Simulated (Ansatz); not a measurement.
Basis sets compared for the cluster NaH2 (the lowest doublet isomer of a short search). Charge 0, multiplicity 2. Geometry r2SCAN-D4/def2-TZVP. Ansatz on 4 threads of Arm Neoverse V1 on a shared host; times are rough, and most runs start from earlier orbitals.

```xyz
3

Na    2.279    0.631    1.651
H    -1.430   -0.409   -1.039
H    -0.849   -0.222   -0.612
```

In the doublet geometry the species has come apart into loosely held pieces. In the doublet, H2 and H3 lie 0.75 Å apart (atoms count from 1), so H2 has formed as a molecule. The structure comes from a short search, and lower isomers may exist.

| level | functions | energy (Eh) | HOMO (eV) | LUMO (eV) | wall time |
| --- | --- | --- | --- | --- | --- |
| PBE-D4/def2-SVP | 25 | -163.2611 | -2.99 | -1.64 | 0.25 s |
| PBE-D4/def2-TZVP | 44 | -163.3275 | -3.06 | -1.69 | 0.35 s |
| r2SCAN-D4/def2-TZVP (with forces) | 44 | -163.4158 | -3.11 | -1.73 | 0.85 s |
| PBE0-D4/def2-SVP | 25 | -163.2800 | -3.54 | -1.09 | 0.2 s |
| PBE0-D4/def2-TZVP | 44 | -163.3445 | -3.60 | -1.10 | 0.35 s |

Estimate the rows for PBE-D4/def2-TZVPD, r2SCAN-D4/def2-TZVPD, PBE0-D4/def2-TZVPD.


```tsv
level	functions	energy (Eh)	HOMO (eV)	LUMO (eV)	wall time
PBE-D4/def2-TZVPD	53	-163.3276	-3.06	-1.68	0.4 s
r2SCAN-D4/def2-TZVPD	53	-163.4159	-3.11	-1.73	0.9 s
PBE0-D4/def2-TZVPD	53	-163.3446	-3.61	-1.09	0.4 s
```
